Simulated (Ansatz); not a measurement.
Ansatz (an electronic-structure program) input (B3LYP/6-31G*):

Ansatz 0.2 input:
```yaml
crystal:
  periodic: [false, false, false]
  atoms:
    - {symbol: P, position_ang: [-0.00494663, -0.00315703, 0.11662516]}
    - {symbol: H, position_ang: [0.03811855, 1.04938416, -0.84687971]}
    - {symbol: H, position_ang: [0.03608089, -1.00202865, -0.90249773]}
basis:
  gaussian:
    orbitals: 6-31G*
hamiltonian:
  xc: {name: B3LYP}
total_charge: 1
relax: {f_tol: 0.003, max_steps: 120}
```

Output:

```
Functional definition: B3LYP
integrals: 0.00 GiB planned
241 factors; integrals over basis functions are off by at most 4.9e-4 eV
mean field: 0.05 GiB planned
mean field evaluation 1: about -9309.7579 eV, gradient 9.8e0 eV
mean field evaluation 2: about -9310.0610 eV, gradient 4.1e0 eV
mean field evaluation 4: about -9310.1104 eV, gradient 1.3e-1 eV
mean field evaluation 8: about -9310.1059 eV, gradient 7.0e-4 eV
mean field -9310.10591610 eV, -342.1400818003 hartree, gradient 5.3e-5 eV, S^2 0.000000; 0 other end points of the search recorded, 0 dependent functions left out
the calculation of the forces begins
reference -9310.10607794 eV, -342.1400877479 hartree; 8, 8 occupied and 15, 15 virtual orbitals, 241 factors
relax step   1: F+E_penalty+E_count = -9310.10591610 eV  Δ(F+E_penalty+E_count) = +0.000e0 eV  max|allowed force component| = 4.026e-2 eV/Å  Δτ_max = 0.0000 Å  (19 SCF iters, accepted)
these checks for a lower state are left out or cut short: starts, cluster_reference, orbital_swaps, neighbouring_geometries, increment
integrals: 0.00 GiB planned
241 factors; integrals over basis functions are off by at most 4.9e-4 eV
mean field: 0.05 GiB planned
mean field evaluation 16: about -9310.1060 eV, gradient 2.3e-5 eV
mean field -9310.10600893 eV, -342.1400852116 hartree, gradient 2.3e-5 eV, S^2 0.000000; 0 other end points of the search recorded, 0 dependent functions left out
the calculation of the forces begins
reference -9310.10617085 eV, -342.1400911622 hartree; 8, 8 occupied and 15, 15 virtual orbitals, 241 factors
relax step   2: F+E_penalty+E_count = -9310.10600893 eV  Δ(F+E_penalty+E_count) = -9.283e-5 eV  max|allowed force component| = 2.968e-2 eV/Å  Δτ_max = 0.0047 Å  (18 SCF iters, accepted)
these checks for a lower state are left out or cut short: starts, cluster_reference, orbital_swaps, neighbouring_geometries, increment
integrals: 0.00 GiB planned
241 factors; integrals over basis functions are off by at most 5.0e-4 eV
mean field: 0.05 GiB planned
mean field -9310.10603706 eV, -342.1400862456 hartree, gradient 2.9e-5 eV, S^2 0.000000; 0 other end points of the search recorded, 0 dependent functions left out
the calculation of the forces begins
reference -9310.10619899 eV, -342.1400921962 hartree; 8, 8 occupied and 15, 15 virtual orbitals, 241 factors
relax step   3: F+E_penalty+E_count = -9310.10603706 eV  Δ(F+E_penalty+E_count) = -2.814e-5 eV  max|allowed force component| = 5.653e-3 eV/Å  Δτ_max = 0.0013 Å  (15 SCF iters, accepted)
these checks for a lower state are left out or cut short: starts, cluster_reference, orbital_swaps, neighbouring_geometries, increment
integrals: 0.00 GiB planned
241 factors; integrals over basis functions are off by at most 5.0e-4 eV
mean field: 0.05 GiB planned
mean field -9310.10603771 eV, -342.1400862695 hartree, gradient 1.8e-5 eV, S^2 0.000000; 0 other end points of the search recorded, 0 dependent functions left out
the calculation of the forces begins
reference -9310.10619964 eV, -342.1400922203 hartree; 8, 8 occupied and 15, 15 virtual orbitals, 241 factors
relax step   4: F+E_penalty+E_count = -9310.10603771 eV  Δ(F+E_penalty+E_count) = -6.498e-7 eV  max|allowed force component| = 1.345e-4 eV/Å  Δτ_max = 0.0002 Å  (14 SCF iters, accepted)
integrals: 0.00 GiB planned
241 factors; integrals over basis functions are off by at most 5.0e-4 eV
mean field: 0.05 GiB planned
mean field evaluation 32: about -9310.0608 eV, gradient 4.1e0 eV
mean field -9310.10603771 eV, -342.1400862695 hartree, gradient 1.8e-5 eV, S^2 0.000000; 1 other end points of the search recorded, 0 dependent functions left out
the calculation of the forces begins
reference -9310.10619964 eV, -342.1400922203 hartree; 8, 8 occupied and 15, 15 virtual orbitals, 241 factors
Total energy: -9310.10619964 eV, -342.1400922203 hartree
Atom 0 at    -0.004920    -0.003140     0.116002 Å, force    -0.000006    -0.000004     0.000135 eV/Å
Atom 1 at     0.038109     1.052819    -0.846475 Å, force     0.000003     0.000103    -0.000065 eV/Å
Atom 2 at     0.036064    -1.005480    -0.902280 Å, force     0.000003    -0.000100    -0.000070 eV/Å
Dipole moment:     0.008973     0.005727    -0.211560 e Å
```

The dipole moment of an ion depends on the origin.
